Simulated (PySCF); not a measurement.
Structure problem from calculated spectra and properties.

Formula: MgCl2.

| Quantity | Value |
| --- | --- |
| Rotational structure | rotational constant B (linear): 1.503 GHz [PBE0-D3(BJ)/def2-SVP] |
| Valence photoelectron | vertical ionisation energy: 11.10 eV [ΔSCF B3LYP/def2-SVPD] |
| XPS | Cl2p3/2 205.5 (×2), Mg1s 1313.5, Cl1s 2828.1 (×2) eV [ΔSCF SCAN, pcX-2 on the ionised atom, pcseg-1 elsewhere, spin-free X2C, 2p3/2 from a spin–orbit splitting computed afterwards within the 2p shell] |
| UV, first state | lowest singlet excitation: 5.48 eV (226 nm, f = 0.000 summed over 2 states within 0.01 eV) [TDDFT B3LYP/def2-SVPD] |
| NMR, other nuclei | isotropic shieldings of nuclei other than C and H, by class: 502 (1 Mg), 1060 (2 Cl) ppm [GIAO KT2/pcSseg-1] |
| Dipole | 0.00 D by symmetry (numerical residue 0.06 D) [B3LYP/def2-SVPD] |
| Polarisability | 49.9 au [B3LYP/def2-SVPD] |

Electronic properties: PySCF, gas phase, density fitting. Levels stand in brackets. Isolated species at its PBE0-D3(BJ)/def2-SVP geometry, gas phase. NMR classes are plain means over equivalent atoms (diastereotopic ones count apart unless rotation or inversion swaps them), as if these changed places fast.

**Question.** Propose a structure and show how it fits.

**Answer.** The other shieldings belong to: 502 ppm, magnesium bonded to 2 Cl; 1060 ppm, chlorine bonded to Mg. The core levels belong to: Cl2p3/2 205.5 eV, chlorine bonded to Mg; Mg1s 1313.5 eV, magnesium bonded to 2 Cl; Cl1s 2828.1 eV, chlorine bonded to Mg. The vanishing dipole is forced by symmetry. The optimised geometry has point group D∞h and is a linear rotor. Structure: `[Cl][Mg][Cl]`. The assignments are read from this structure; whether some other isomer fits the data as well wasn't checked.
